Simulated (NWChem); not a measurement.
**One shape, several levels: C2H4S (thiirane)**

Aim: a comparison of 5 runs (HF/STO-3G, HF/3-21G, B3LYP/6-31G*, M06-2X/aug-cc-pVDZ) of C2H4S (thiirane). 

The results are computed with NWChem 7.3.0.

3 further runs of the same task are left out: 3 set aside as unsound or not needed.

### 1 The molecule

C2H4S: 7 atoms, total charge 0, spin state singlet. As SMILES, `C1CS1`. The shape is that of a PBE0-D4/def2-TZVP optimisation.

Bond lengths: C1–C2 1.478 Å, C1–S3 1.802 Å, C2–S3 1.802 Å, C1–H4 1.084 Å, C1–H5 1.084 Å, C2–H6 1.084 Å, C2–H7 1.084 Å. Some angles: C1–C2–S3 65.8°, C2–C1–S3 65.8°, C1–S3–C2 48.4°, C1–C2–H6 118.1°, C1–C2–H7 118.1°, S3–C2–H6 115.4°, S3–C2–H7 115.4°, C2–C1–H4 118.1°, C2–C1–H5 118.1°, S3–C1–H4 115.4°.

### 2 Energy and gradient at HF/STO-3G (run 1)

File mol.nw:

```
start mol
title "C2H4S"
memory stack 880 mb heap 220 mb global 1100 mb
charge 0
geometry noautosym nocenter noautoz
   C       -0.515770       0.123480      -0.520180
   C        0.600760      -0.036080       0.435470
   S       -0.898110      -0.923600       0.895080
   H       -0.448740      -0.388430      -1.473330
   H       -1.032050       1.076250      -0.547280
   H        0.855300       0.806520       1.068140
   H        1.438610      -0.658150       0.142080
end
basis spherical bse
   * library STO-3G
end
scf
   singlet
   rhf
   thresh 1e-08
   maxiter 80
end
task scf gradient
```

Command:

```bash
$ nwchem mol.nw > mol.out
```

What it wrote:

```text
[...]
  functions       =    23
[...]
  wavefunction    = RHF
[...]
         Total SCF energy =   -470.274426128643
      One-electron energy =   -853.241421597245
      Two-electron energy =    281.151921108649
 Nuclear repulsion energy =    101.815074359953
        Time for solution =      1.0s
[...]
                         RHF ENERGY GRADIENTS
    atom               coordinates                        gradient
                 x          y          z           x          y          z
   1 C      -0.974664   0.233343  -0.982998    0.024763   0.010999  -0.001806
   2 C       1.135272  -0.068181   0.822919    0.000072   0.014536  -0.022942
   3 S      -1.697182  -1.745351   1.691456   -0.013601  -0.013986   0.013554
   4 H      -0.847996  -0.734026  -2.784190   -0.001167  -0.005530   0.001719
   5 H      -1.950292   2.033818  -1.034209   -0.003202  -0.000420   0.004946
   6 H       1.616283   1.524102   2.018492   -0.004449  -0.000247   0.003878
   7 H       2.718579  -1.243723   0.268492   -0.002415  -0.005352   0.000650
[...]
```

Run time: 1.9 s. Hardware: 1 thread of Intel Xeon Platinum 8375C at 2.90GHz (Ice Lake), shared host; peak memory 0.1 GiB.

### 3 Energy and gradient at HF/3-21G (run 2)

File c2h4s.nw:

```
start c2h4s
title "C2H4S gradient"
memory 2200 mb

geometry units angstrom noautosym nocenter noautoz
  C     -0.515770     0.123480    -0.520180
  C      0.600760    -0.036080     0.435470
  S     -0.898110    -0.923600     0.895080
  H     -0.448740    -0.388430    -1.473330
  H     -1.032050     1.076250    -0.547280
  H      0.855300     0.806520     1.068140
  H      1.438610    -0.658150     0.142080
end

basis "ao basis" spherical bse
  * library 3-21G
end

scf
  thresh 1e-08
  maxiter 80
end

task scf gradient
```

Command:

```bash
$ nwchem c2h4s.nw > c2h4s.out
```

What it wrote:

```text
[...]
  functions       =    39
[...]
  wavefunction    = RHF
[...]
         Total SCF energy =   -473.148454990839
      One-electron energy =   -853.304614746710
      Two-electron energy =    278.341085395919
 Nuclear repulsion energy =    101.815074359953
        Time for solution =      1.1s
[...]
                         RHF ENERGY GRADIENTS
    atom               coordinates                        gradient
                 x          y          z           x          y          z
   1 C      -0.974664   0.233343  -0.982998   -0.002319  -0.025460   0.038803
   2 C       1.135272  -0.068181   0.822919   -0.041713  -0.019824   0.005083
   3 S      -1.697182  -1.745351   1.691456    0.038636   0.039734  -0.038508
   4 H      -0.847996  -0.734026  -2.784190    0.000214  -0.004754  -0.008820
   5 H      -1.950292   2.033818  -1.034209   -0.005111   0.008617  -0.000369
   6 H       1.616283   1.524102   2.018492    0.002484   0.007527   0.006131
   7 H       2.718579  -1.243723   0.268492    0.007808  -0.005839  -0.002321
[...]
```

Wall time 1.9 s (1 thread of Intel Xeon Platinum 8375C at 2.90GHz (Ice Lake), shared host); peak memory 0.099 GiB.

Runs 3 to 4 aren't shown in full; the table further down has their settings and results.

### 4 Energy and gradient at M06-2X/aug-cc-pVDZ (run 5)

File run.py:

```python
from ase import Atoms
from ase.calculators.nwchem import NWChem

atoms = Atoms(['C', 'C', 'S', 'H', 'H', 'H', 'H'], positions=[
    [-0.515770, 0.123480, -0.520180],
    [0.600760, -0.036080, 0.435470],
    [-0.898110, -0.923600, 0.895080],
    [-0.448740, -0.388430, -1.473330],
    [-1.032050, 1.076250, -0.547280],
    [0.855300, 0.806520, 1.068140],
    [1.438610, -0.658150, 0.142080],
])

calc = NWChem(
    label='calc',
    theory='dft',
    memory='2200 mb',
    basis='aug-cc-pVDZ',
    basispar='spherical bse',
    dft={'xc': 'm06-2x', 'mult': '1', 'grid': 'fine', 'convergence': 'energy 1e-08', 'iterations': '100', 'mulliken': None},
)
atoms.calc = calc

forces = atoms.get_forces()
e = atoms.get_potential_energy()
print(f"E = {e:.6f} eV")
print("forces (eV/A):")
for s, f in zip(atoms.symbols, forces):
    print(f"{s:2s} {f[0]:10.5f} {f[1]:10.5f} {f[2]:10.5f}")
print("dipole (e A):", atoms.get_dipole_moment().round(4))
```

Command:

```bash
$ export ASE_NWCHEM_COMMAND="nwchem PREFIX.nwi > PREFIX.nwo"
$ python run.py
```

What it wrote:

```text
E = -12972.696602 eV
forces (eV/A):
C    -0.00787    0.16512   -0.26580
C     0.28745    0.12259   -0.01296
S    -0.31702   -0.32602    0.31599
H     0.01625   -0.10218   -0.11776
H    -0.07729    0.13267    0.03085
H     0.00247    0.12146    0.09914
H     0.09600   -0.11359   -0.04947
dipole (e A): [ 0.227   0.2334 -0.2262]
```

The calculator wrote calc.nwi:

```
title "calc"

permanent_dir calc

scratch_dir calc

start calc

geometry units angstrom nocenter noautosym noautoz
  C  -5.1576999999999995e-01 1.2348000000000001e-01 -5.2017999999999998e-01
  C  6.0075999999999996e-01 -3.6080000000000001e-02 4.3547000000000002e-01
  S  -8.9810999999999996e-01 -9.2359999999999998e-01 8.9507999999999999e-01
  H  -4.4874000000000003e-01 -3.8843000000000000e-01 -1.4733300000000000e+00
  H  -1.0320499999999999e+00 1.0762499999999999e+00 -5.4727999999999999e-01
  H  8.5529999999999995e-01 8.0652000000000001e-01 1.0681400000000001e+00
  H  1.4386099999999999e+00 -6.5815000000000001e-01 1.4208000000000001e-01
end

memory 2200 mb

basis spherical bse noprint
   * library aug-cc-pVDZ
end

dft
  xc m06-2x
  mult 1
  grid fine
  convergence energy 1e-08
  iterations 100
  mulliken
end

task dft gradient
```

calc.nwo:

```text
Northwest Computational Chemistry Package (NWChem) 7.3.0
             --------------------------------------------------------

           Job information
           ---------------

    nwchem branch   = 7.3.0
    use scalapack   = T
    input           = calc.nwi
    prefix          = calc.
    data base       = calc/calc.db
    status          = startup
    nproc           =        1

           Memory information
           ------------------

    heap     =     72089600 doubles =      550.0 Mbytes
    stack    =     72089597 doubles =      550.0 Mbytes
    global   =    144179200 doubles =     1100.0 Mbytes (distinct from heap & stack)
    total    =    288358397 doubles =     2200.0 Mbytes
    verify   = yes
    hardfail = no

           Directory information
           ---------------------

  0 permanent = calc
  0 scratch   = calc

                                NWChem Input Module
                                -------------------

                                       calc
                                       ----

[... 100 lines left out ...]
  convergence criterion.
[... 17 lines left out ...]
          Convergence on gradient requested:  5.00D-04
[... 24 lines left out ...]
          Convergence aids based upon iterative change in
[... 28 lines left out ...]
 1-e energy   =    -853.928757
[... 41 lines left out ...]
         Total DFT energy =     -476.737810811638
[... 2 lines left out ...]
    Exchange-Corr. energy =      -37.988505657391
[... 837 lines left out ...]
          Convergence on energy requested:  1.00D-08
[... 22 lines left out ...]
          Spatial weights used:  Erf1
[... 4 lines left out ...]
          total energy or number of iterations.
[... 18 lines left out ...]
                            NWChem DFT Gradient Module
                            --------------------------

                                       calc

  charge          =   0.00
  wavefunction    = closed shell

                         DFT ENERGY GRADIENTS

    atom               coordinates                        gradient
                 x          y          z           x          y          z
   1 C      -0.974664   0.233343  -0.982998    0.000153  -0.003211   0.005169
   2 C       1.135272  -0.068181   0.822919   -0.005590  -0.002384   0.000252
   3 S      -1.697182  -1.745351   1.691456    0.006165   0.006340  -0.006145
   4 H      -0.847996  -0.734026  -2.784190   -0.000316   0.001987   0.002290
   5 H      -1.950292   2.033818  -1.034209    0.001503  -0.002580  -0.000600
   6 H       1.616283   1.524102   2.018492   -0.000048  -0.002362  -0.001928
   7 H       2.718579  -1.243723   0.268492   -0.001867   0.002209   0.000962

                 ----------------------------------------
                 |  Time  |  1-e(secs)   |  2-e(secs)   |
                 ----------------------------------------
                 |  CPU   |       0.02   |      22.24   |
                 ----------------------------------------
                 |  WALL  |       0.02   |      22.24   |
                 ----------------------------------------

 Task  times  cpu:       87.7s     wall:       87.7s
 Total times  cpu:       87.7s     wall:       87.7s
```

Wall time 89 s (1 thread of Intel Xeon Platinum 8375C at 2.90GHz (Ice Lake), shared host); peak memory 0.13 GiB.

### 5 Overview of the runs

```csv
run,level,iteration cap,module,energy (Eh),dipole moment (D),HOMO energy (eV),LUMO energy (eV),wall time
1,HF/STO-3G,80,scf,-470.274426,0.85,-6.80,9.62,1.9 s
2,HF/3-21G,80,scf,-473.148455,2.28,-9.55,4.66,1.9 s
3,B3LYP/6-31G* (spherical functions),100,dft,-476.778380,2.06,-6.13,0.39,24 s
4,B3LYP/6-31G* (Cartesian functions),100,dft,-476.782673,2.06,-6.13,0.39,27 s
5,M06-2X/aug-cc-pVDZ,100,dft,-476.737811,1.90,-7.74,-0.04,89 s
```

### 6 Results

| quantity | value |
| --- | --- |
| run 5: total energy | -476.73781 Eh |
| run 5: dipole moment | 1.90 D |
| run 5: HOMO energy | -7.74 eV |
| run 5: LUMO energy | -0.04 eV |
| run 5: HOMO–LUMO gap | 7.70 eV |
| run 5: largest force on an atom | 0.554 eV/Å |

What this shows: The dipole moment (its size) runs from 0.85 D (HF/STO-3G) to 2.28 D (HF/3-21G). The HOMO–LUMO gap runs from 6.51 eV (B3LYP/6-31G*) to 16.42 eV (HF/STO-3G). The two ends differ in method and basis. Totals of different functionals can't be ranked against each other. In run 1 the basis is minimal, so the values are rough. All runs together took 2.4 min, the longest 89 s.
